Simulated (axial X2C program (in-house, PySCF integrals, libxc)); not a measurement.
# NBN: properties at the nuclei

Calculated with an axial X2C code built on PySCF integrals: two-component X2C with atomic mean-field Coulomb and Gaunt terms, Gaussian nuclei, basis N dyall-av3z, B dyall-v3z with contracted cores.

N–B–N held linear, with bonds 1.372 and 1.372 Å (near the PBE0 minimum at charge 0 of the determinant lowest at the starting distance; the state shown can have its own minimum elsewhere, held linear; other orders of the atoms were not compared).

Determinant lowest in the PBE0 search, Ω = 5/2 (⟨Sz⟩ = 1.50, ⟨Lz⟩ = 1.00 at PBE0), spin on the atoms N 0.74, B 0.02, N 0.74:

```tsv
level	A∥/gI N (MHz)	qzz N (a.u.)	A∥/gI B (MHz)	qzz B (a.u.)
PBE0	-0.0973	-1.09	8.25	-0.47
HF	7.86	-1.08	-1.02	-0.48
B3LYP	4.44	-1.12	8.4	-0.48
```

A∥ (defined per Ω) follows by multiplying with gI = μI/(I μN); qzz is the electric field gradient, eQq0 = 234.96 MHz × Q/barn × qzz. The operators were transformed with the bare-nucleus X2C matrices; with these basis sets, hyperfine constants and field gradients can be off by tens of per cent, and where levels differ in sign neither size nor sign is settled.

Question: With Q(14N) = 0.02044 barn, Q(11B) = 0.04059 barn (Q from Pyykkö, Mol. Phys. 2018), turn the PBE0 values of the first state into constants in MHz.

Answer: eQq0(14N) = 234.96 × (0.02044) × (-1.09) = -5.23 MHz; eQq0(11B) = 234.96 × (0.04059) × (-0.47) = -4.48 MHz.

The molecule was held linear; bending was not examined, so a bent shape may lie lower.

Each state is one determinant with collinear spin, which with several unpaired electrons need not be a pure state. Unrestricted Hartree–Fock can overshoot spin polarisation at the nuclei. With several open shells hyperfine constants can be off by a factor of several. The search compared states at one distance, so a state with another bond length can lie lower. Further determinants of the search, some of them spin-mixed, are not shown. Where a field gradient or hyperfine factor spreads by more than a factor of two over the levels, a constant derived from it is not to be relied on.
